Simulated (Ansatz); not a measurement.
Results of HSE06 (PAW; Ansatz, a first-principles code) for pyrite RuS2.

Numerical settings: plane-wave cutoff 500 eV, 4×4×4 k mesh, gaussian smearing 0.02 eV, no spin polarisation, scalar-relativistic PAW data made under PBE.

Cell (relaxed with r²SCAN):

```
CELL_PARAMETERS angstrom
      5.63189     0.00000     0.00000
      0.00000     5.63189     0.00000
      0.00000     0.00000     5.63189
ATOMIC_POSITIONS crystal
  Ru 0.00000 0.50000 0.50000
  Ru 0.50000 0.00000 0.50000
  Ru 0.00000 0.00000 0.00000
  Ru 0.50000 0.50000 0.00000
  S  0.61209 0.88791 0.11209
  S  0.11209 0.61209 0.88791
  S  0.61209 0.61209 0.61209
  S  0.38791 0.38791 0.38791
  S  0.88791 0.11209 0.61209
  S  0.88791 0.38791 0.11209
  S  0.11209 0.88791 0.38791
  S  0.38791 0.11209 0.88791
```

Estimate the band gap that the calculation returns.


- band gap: 1.77 eV (on the SCF k mesh)

Note: cell and atoms aren't relaxed at this level (largest force component 0.24 eV/Å, pressure -3.5 GPa).

Spin–orbit coupling is not included.

Cost on a shared machine: about 6 core-minutes (a rough figure).
